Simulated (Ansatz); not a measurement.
Species: BF$_{3}$, charge 0, singlet. BF3 (trifluoroborane, SMILES FB(F)F).
B3LYP-D3(BJ)/def2-TZVP minimum from Ansatz (a program for electronic structure):
```
B
F 1 1.3156
F 1 1.3156 2 120.00
F 1 1.3156 2 120.00 3 -180.00
```

Hartree-Fock and MP2 correlation energies in hartree (Ansatz). Open shells are spin-unrestricted; no spin-orbit coupling. Correlated methods leave the cores frozen. No relativity.

| basis | X | E(HF) | E(corr, MP2) |
|---|---|---|---|
| cc-pVTZ | 3 | -323.32533 | -0.84116 |
| cc-pVQZ | 4 | -323.35202 | -0.91775 |
| cc-pV5Z | 5 | -323.35886 | withheld |

**Question.** Fit E(corr) = E∞ + A/X³ to X = 3 and 4, predict X = 5, and compare with the run.

**Answer.** A = (-0.84116 - (-0.91775))/(1/27 - 1/64) = 3.5770; E∞ = -0.91775 - A/64 = -0.97364; at X = 5, E∞ + A/125 = -0.94502. The run gave -0.94982, 4.80 mEh below the prediction. The same form on X = 4 and 5 gives E∞ = -0.98347, 9.83 mEh below the first estimate.
